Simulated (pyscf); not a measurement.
**Routes from PbH₂ [singlet] + H₂O**

Candidate steps break at most two bonds and form at most two. Each was searched with GFN2-xTB (tblite) first. PySCF, gas phase, ωB97X-D3(BJ)/def2-SVP geometries. Energies: ωB97M-D3(BJ)/def2-TZVP, kcal/mol, from the separated reactants, singlet surface; ΔG‡ with ideal gas, 1 atm, RRHO with modes under 100 cm⁻¹ raised to 100, one conformer, R ln 2 for chiral ones without a mode under 150 cm⁻¹.

```json
[
 {"products": "HO–PbH: [singlet] + H₂", "type": "four-centre exchange", "ΔE‡": "9.3", "ΔE": "-8.4", "ΔG‡ 298 K": "17.7", "ΔG‡ 900 K": "37.0", "ν‡ (cm⁻¹)": "1164i"},
 {"products": "HO–PbH₃", "type": "insertion", "ΔE‡": "47.1", "ΔE": "+10.3", "ΔG‡ 298 K": "54.6", "ΔG‡ 900 K": "73.0", "ν‡ (cm⁻¹)": "1334i"}
]
```

Row 1: On the reactant side the descent ends in a bound adduct, 14.9 kcal/mol under the separated species and 21.3 kcal/mol under the saddle at ωB97X-D3(BJ)/def2-TZVP. Row 2: On the reactant side the descent ends in a bound adduct (not fully relaxed), 14.9 kcal/mol under the separated species and 59.6 kcal/mol under the saddle at ωB97X-D3(BJ)/def2-TZVP. 

Plain bond fissions and candidates not yet searched are not listed, and one of them may be faster. Each barrier is that of the saddle found; lower ones may exist. Elements past Kr carry the def2 core potentials, without spin-orbit coupling.
